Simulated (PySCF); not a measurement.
# Atomic charges against the basis set

Nitrogen trifluoride, NF₃.
Bonds: F1–N2, N2–F3, N2–F4.

PBE0 throughout (PySCF), one geometry, spherical d and f functions. Isolated species at its PBE0-D3(BJ)/def2-SVP geometry, gas phase. Atoms taken as equivalent share a column and are averaged.

Mulliken charges (e):

| basis | functions | F1/F3/F4 | N2 |
| --- | --- | --- | --- |
| STO-3G | 20 | -0.039 | +0.118 |
| 6-31G | 36 | -0.198 | +0.594 |
| 6-31G* | 56 | -0.248 | +0.743 |
| def2-SVP | 56 | -0.170 | +0.509 |
| 6-311+G(2d,p) | 108 | -0.043 | +0.130 |
| def2-TZVP | 124 | -0.080 | +0.241 |

IAO charges (e):

```csv
basis,functions,F1/F3/F4,N2
STO-3G,20,-0.071,+0.212
6-31G,36,-0.153,+0.458
6-31G*,56,-0.172,+0.515
def2-SVP,56,-0.170,+0.510
"6-311+G(2d,p)",108,-0.176,+0.527
def2-TZVP,124,-0.178,+0.533
```

Hirshfeld charges (e):

```csv
basis,functions,F1/F3/F4,N2
STO-3G,20,-0.027,+0.082
6-31G,36,-0.058,+0.175
6-31G*,56,-0.057,+0.171
def2-SVP,56,-0.062,+0.185
"6-311+G(2d,p)",108,-0.060,+0.181
def2-TZVP,124,-0.060,+0.179
```

ESP-fitted charges (e):

```tsv
basis	functions	F1/F3/F4	N2
STO-3G	20	+0.062	-0.188
6-31G	36	-0.010	+0.029
6-31G*	56	-0.003	+0.008
def2-SVP	56	-0.009	+0.028
6-311+G(2d,p)	108	-0.015	+0.046
def2-TZVP	124	-0.013	+0.038
```

Question: Which scheme is steadiest as the basis changes?

Answer: Largest range over the bases for any column: Hirshfeld 0.10 e, ESP-fitted 0.23 e, IAO 0.32 e, Mulliken 0.62 e. Hirshfeld charges move least and Mulliken charges most, counted in e. Without the minimal STO-3G basis the ranges are Hirshfeld 0.01, ESP-fitted 0.04, IAO 0.07, Mulliken 0.61 e.

Question: How much do the charges still move between the two largest bases, 6-311+G(2d,p) and def2-TZVP?

Answer: At most, over all atoms: Mulliken 0.110 e, IAO 0.005 e, Hirshfeld 0.002 e, ESP-fitted 0.008 e.

Question: What do the same runs give for the total energy, the frontier levels and the dipole moment?

Answer: 
| basis | energy (Eh) | HOMO (eV) | LUMO (eV) | μ (D) |
| --- | --- | --- | --- | --- |
| STO-3G | -348.8061 | -4.87 | 6.69 | 0.57 |
| 6-31G | -353.6350 | -9.94 | 0.77 | 0.04 |
| 6-31G* | -353.7342 | -9.55 | 1.74 | 0.01 |
| def2-SVP | -353.4621 | -9.83 | 1.40 | 0.06 |
| 6-311+G(2d,p) | -353.8651 | -10.23 | 0.68 | 0.12 |
| def2-TZVP | -353.9052 | -10.09 | 1.08 | 0.09 |

The dipole is fixed by the density alone, so its range of 0.56 D shows that the density itself changes with the basis, not only its division among atoms.
